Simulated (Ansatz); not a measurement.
Task: a rigid torsion scan of C₂H₅FO₂, SMILES OCC(O)F, with Ansatz 0.2.0 through its Python package. Give the script and its output. Level of theory (for the species named): r2SCAN, def2-SVP basis, multiplicity 1.

```xyz
10

O    -1.5295   -0.2852   -0.6321
C    -0.5021   -0.8608    0.0660
C     0.5592    0.1565    0.3981
O     1.0088    0.9235   -0.7381
F     0.1355    1.0528    1.2915
H    -1.1562    0.3897   -1.2776
H    -0.0685   -1.6371   -0.5806
H    -0.8669   -1.2996    0.9651
H     1.4863   -0.3090    0.8677
H     1.0164    1.8180   -0.3569
```

The script, `torsion_c2h5fo2.py`:
```python
"""Energy of C2H5FO2 as one group turns about a bond."""

import warnings

import ansatz as az
from ase import Atoms

warnings.simplefilter("ignore", az.DeckWarning)

atoms = Atoms(["O", "C", "C", "O", "F", "H", "H", "H", "H", "H"], positions=[
    [-1.5295, -0.2852, -0.6321],
    [-0.5021, -0.8608, 0.066],
    [0.5592, 0.1565, 0.3981],
    [1.0088, 0.9235, -0.7381],
    [0.1355, 1.0528, 1.2915],
    [-1.1562, 0.3897, -1.2776],
    [-0.0685, -1.6371, -0.5806],
    [-0.8669, -1.2996, 0.9651],
    [1.4863, -0.309, 0.8677],
    [1.0164, 1.818, -0.3569],
])

# start the scan from a relaxed geometry
first = az.Crystal.molecule_from_ase(atoms).calculation()
first = first.basis(gaussian="def2-SVP")
first = first.functional("r2scan")
first = first.accuracy("medium").scf(lower_state_search="standard")
first = first.relax(force_tolerance=0.02, max_steps=80)
atoms.positions = first.run().report["positions_ang"]

start = atoms.get_dihedral(3, 2, 1, 0)
energies = {}
for turn in range(0, 360, 40):
    turned = atoms.copy()
    turned.set_dihedral(3, 2, 1, 0, start + turn, indices=[0, 1, 5, 6, 7])
    calculation = (
        az.Crystal.molecule_from_ase(turned).calculation()
        .basis(gaussian="def2-SVP")
        .functional("r2scan")
        .accuracy("medium")
        .scf(lower_state_search="standard")
    )
    energies[round((start + turn) % 360)] = calculation.run().report["free_energy_ev"]
floor = min(energies.values())
print("dihedral O3-C2-C1-O0 (deg)   E - E(min) (kcal/mol)")
for angle, e in sorted(energies.items()):
    print(f"{angle:8d} {23.060548 * (e - floor):14.3f}  " + "#" * int(30 * (e - floor) / max(max(energies.values()) - floor, 1e-9)))
```

`python torsion_c2h5fo2.py` gives:
```text
dihedral O3-C2-C1-O0 (deg)   E - E(min) (kcal/mol)
      27          6.454  #############################
      67          3.976  ##################
     107          6.581  ##############################
     147          4.060  ##################
     187          0.000
     227          4.424  ####################
     267          4.406  ####################
     307          0.192
     347          5.221  #######################
```

What to keep in mind:
- These settings explore the input space; basis and method may be short of convergence.
- The scan is rigid and the energies are electronic, in a modest basis. With rigid groups the curve can differ much from the relaxed path, the start wasn't checked as a minimum of this torsion, and equivalent turns needn't return to the same energy.
- Finished in 100 s on 1 thread of Arm Neoverse V1, on a shared host, peak memory 0.22 GiB.
